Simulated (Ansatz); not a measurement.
**SiH3OF (SMILES O[SiH2]F) at PBE-QIDH/aug-cc-pVDZ**

Aim: the vertical singlet–triplet gap of SiH3OF at PBE-QIDH/aug-cc-pVDZ, from 2 runs. 

Program for the calculation: Ansatz 0.2.0.

72 further runs of the same task are left out: 72 set aside as unsound or not needed.

## Step 1: Starting point

The species is SiH3OF (6 atoms), meant as a singlet with charge 0. As SMILES, `O[SiH2]F`. The coordinates come from a PBE0-D4/def2-TZVP relaxation. This is one conformer, not always the lowest.

Bond lengths: O1–Si2 1.630 Å, Si2–F3 1.596 Å, O1–H4 0.958 Å, Si2–H5 1.474 Å, Si2–H6 1.482 Å. Angles: O1–Si2–F3 111.0°, O1–Si2–H5 106.4°, O1–Si2–H6 111.7°, F3–Si2–H5 108.2°, F3–Si2–H6 106.0°, Si2–O1–H4 119.1°, H5–Si2–H6 113.7°.

## Step 2: The energy at PBE-QIDH/aug-cc-pVDZ

Contents of job.yaml:

```yaml
crystal:
  periodic: [false, false, false]
  atoms:
    - {symbol: O, position_ang: [-0.853500, -0.209200, -0.924100]}
    - {symbol: Si, position_ang: [0.378300, -0.009300, 0.123900]}
    - {symbol: F, position_ang: [0.180800, -0.922800, 1.417800]}
    - {symbol: H, position_ang: [-1.714200, 0.150200, -0.705600]}
    - {symbol: H, position_ang: [1.595600, -0.458500, -0.575800]}
    - {symbol: H, position_ang: [0.455100, 1.385600, 0.617600]}
basis:
  gaussian: {orbitals: aug-cc-pVDZ}
hamiltonian: {xc: {name: PBE-QIDH}}
correlation: {frozen_orbitals: {F: 1, H: 0, O: 1, Si: 5}}
accuracy: high
output: {orbitals: {seedname: orbitals}}
```

On the command line:

```bash
$ ansatz run job.yaml --threads 1 --pin off --max-ram 3480MiB --events-out events.jsonl --progress --plain --runs-dir runs
```

Log:

```text
Warning: RAYON_NUM_THREADS=1 ignored (pool sized by the plan → 1); use --threads N
Functional definition: PBE-QIDH
  name "PBE-QIDH"
  parameter a = 3^(-1/3)
  parameter c = 1/3
  exchange = (1 - a)*pbe_x + a*exact_x
  correlation = (1 - c)*pbe_c + c*(mp2_os + mp2_ss)
2017 factors; integrals over basis functions are off by at most 3.4e-9 eV
mean field evaluation 1: about -12672.9971 eV, gradient 4.5e1 eV
mean field evaluation 2: about -12673.0137 eV, gradient 4.5e1 eV
mean field evaluation 4: about -12676.4007 eV, gradient 1.9e0 eV
mean field evaluation 8: about -12676.4113 eV, gradient 2.5e-2 eV
mean field evaluation 16: about -12676.4113 eV, gradient 1.7e-6 eV
mean field -12676.41125446 eV, -465.8495212212 hartree, gradient 2.1e-8 eV, S^2 0.000000; 0 other end points of the search recorded, 0 dependent functions left out
7 core orbitals not correlated: weight in the atoms' cores, before any rotation towards them, 1.000 or more for the frozen orbitals, at most 0.000 for the correlated occupied ones
reference -12676.41125719 eV, -465.8495213214 hartree; 10, 10 occupied and 83, 83 virtual orbitals, 2017 factors
second order -15.64439713 eV of doubles, -0.00000000 eV of singles
Total energy: -12681.62605623 eV, -466.0411616516 hartree
```

Run time: 11 s. Hardware: 1 thread of Arm Neoverse V1, shared host; peak memory 0.31 GiB.

## Step 3: The triplet at the same level

Contents of in.yaml:

```yaml
crystal:
  periodic: [false, false, false]
  atoms:
    - symbol: O
      position_ang: [-0.853500, -0.209200, -0.924100]
    - symbol: Si
      position_ang: [0.378300, -0.009300, 0.123900]
    - symbol: F
      position_ang: [0.180800, -0.922800, 1.417800]
    - symbol: H
      position_ang: [-1.714200, 0.150200, -0.705600]
    - symbol: H
      position_ang: [1.595600, -0.458500, -0.575800]
    - symbol: H
      position_ang: [0.455100, 1.385600, 0.617600]
basis:
  gaussian:
    orbitals: aug-cc-pVDZ
accuracy: high
correlation:
  frozen_orbitals: {F: 1, H: 0, O: 1, Si: 5}
hamiltonian:
  xc: {name: PBE-QIDH}
magnetization:
  spin_polarized: true
  initial_magnetization: 2
output:
  orbitals: {seedname: orbitals}
```

On the command line:

```bash
$ ansatz run in.yaml --threads 1 --pin off --max-ram 3480MiB --events-out events.jsonl --progress --plain --runs-dir runs
```

Log, cut to the lines that bear on the results:

```text
Warning: RAYON_NUM_THREADS=1 ignored (pool sized by the plan → 1); use --threads N
Functional definition: PBE-QIDH
  name "PBE-QIDH"
[...]
2017 factors; integrals over basis functions are off by at most 3.4e-9 eV
[...]
mean field -12668.80349210 eV, -465.5699411113 hartree, gradient 1.5e-8 eV, S^2 2.006024; 5 other end points of the search recorded, 0 dependent functions left out
7 core orbitals not correlated: weight in the atoms' cores, before any rotation towards them, 1.000 or more for the frozen orbitals, at most 0.000 for the correlated occupied ones
reference -12668.80349384 eV, -465.5699411751 hartree; 11, 9 occupied and 82, 84 virtual orbitals, 2017 factors
second order -14.32833410 eV of doubles, -0.00000000 eV of singles
Total energy: -12673.57960521 eV, -465.7454600305 hartree
```

It took 29 s on 1 thread of Arm Neoverse V1, shared host; peak memory 0.43 GiB.

## Step 4: Summary of results

At PBE-QIDH/aug-cc-pVDZ, 7 core orbitals frozen:

```
                                                         quantity          value
                                            singlet: total energy  -466.04116 Eh
                       singlet: HOMO energy (SCF part's orbitals)      -11.73 eV
                       singlet: LUMO energy (SCF part's orbitals)        0.52 eV
                     singlet: HOMO–LUMO gap (SCF part's orbitals)       12.25 eV
                                            triplet: total energy  -465.74546 Eh
triplet: HOMO energy (SCF part's orbitals) (highest over α and β)       -4.12 eV
                                                    triplet: ⟨S²⟩          2.006
                 vertical energy of the triplet above the singlet       8.046 eV
```

At this shape the triplet lies 8.05 eV (186 kcal/mol) above the singlet.
